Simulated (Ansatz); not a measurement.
# AlH5O: basis-set convergence

The task here is to estimate one member of a computed series from the others.

Computed with Ansatz 0.2.0, Gaussian basis. Level: one geometry, several basis sets.

Plan: PBE0-D4/def2-SVP; ωB97M-V/def2-SVP; PBE0-D4/def2-QZVPP; ωB97M-V/def2-QZVPP; CCSD(T)/cc-pV(D+d)Z; CCSD(T)/cc-pV(T+d)Z; CCSD(T)/cc-pV(Q+d)Z; the functionals' def2-TZVPP values are taken from earlier runs.

## The geometry

The geometry comes from an earlier relaxation with PBE0-D4 in a triple-zeta def2 set; it is a stationary point, not always the lowest conformer.

SMILES `[OH2+][AlH3-]`, 7 atoms, charge 0, spin multiplicity 1.

Atoms are counted from 1 here; the program's logs count them from 0.

Bond lengths: O1–Al2 2.031 Å, O1–H3 0.964 Å, O1–H4 0.963 Å, Al2–H5 1.592 Å, Al2–H6 1.603 Å, Al2–H7 1.603 Å. Angles: Al2–O1–H3 111.3°, Al2–O1–H4 111.4°, H3–O1–H4 107.7°, O1–Al2–H5 103.1°, O1–Al2–H6 95.5°, O1–Al2–H7 95.6°, H5–Al2–H6 118.2°, H5–Al2–H7 118.2°, H6–Al2–H7 117.8°.

Geometry (Å):

```xyz
7
charge 0, multiplicity 1
O    -0.1444   -1.1553   -0.1463
Al    0.1423    0.8552   -0.1442
H    -0.9939   -1.3876    0.2444
H     0.5421   -1.6083    0.3555
H     0.3122    1.1962   -1.6897
H    -1.2528    1.2082    0.5611
H     1.4558    0.8236    0.7734
```

Set-up of the first run:

The input, in.yaml:

```yaml
crystal:
  periodic: [false, false, false]
  atoms:
    - {symbol: O, position_ang: [-0.144382, -1.155325, -0.146307]}
    - {symbol: Al, position_ang: [0.142298, 0.855219, -0.144194]}
    - {symbol: H, position_ang: [-0.993939, -1.387607, 0.244388]}
    - {symbol: H, position_ang: [0.542146, -1.608274, 0.355533]}
    - {symbol: H, position_ang: [0.312157, 1.196235, -1.689693]}
    - {symbol: H, position_ang: [-1.252777, 1.208183, 0.561142]}
    - {symbol: H, position_ang: [1.455799, 0.823568, 0.773430]}
basis:
  gaussian: {orbitals: def2-SVP}
hamiltonian: {xc: pbe0, dispersion: d4}
output: {orbitals: {seedname: orbitals}}
```

Command:

```
$ ansatz run in.yaml --threads 2 --pin off --events-out ev --progress --plain --max-ram 32768MiB --backend cpu
```

Among the steps run: PBE0-D4 in def2-SVP; ωB97M-V in def2-SVP; PBE0-D4 in def2-QZVPP; ωB97M-V in def2-QZVPP.

One of the session's tables, all rows but one given; the rest of the session is left out.

| functional | basis | HOMO (eV) |
| --- | --- | --- |
| PBE0-D4 | def2-SVP | ? |
| PBE0-D4 | def2-TZVPP | -7.58 |
| PBE0-D4 | def2-QZVPP | -7.59 |
| ωB97M-V | def2-SVP | -9.70 |
| ωB97M-V | def2-TZVPP | -9.83 |
| ωB97M-V | def2-QZVPP | -9.84 |

**Question.** Estimate the row for PBE0-D4, def2-SVP.

The run gave: HOMO (eV): -7.52. In the column «HOMO (eV)» it is the highest.
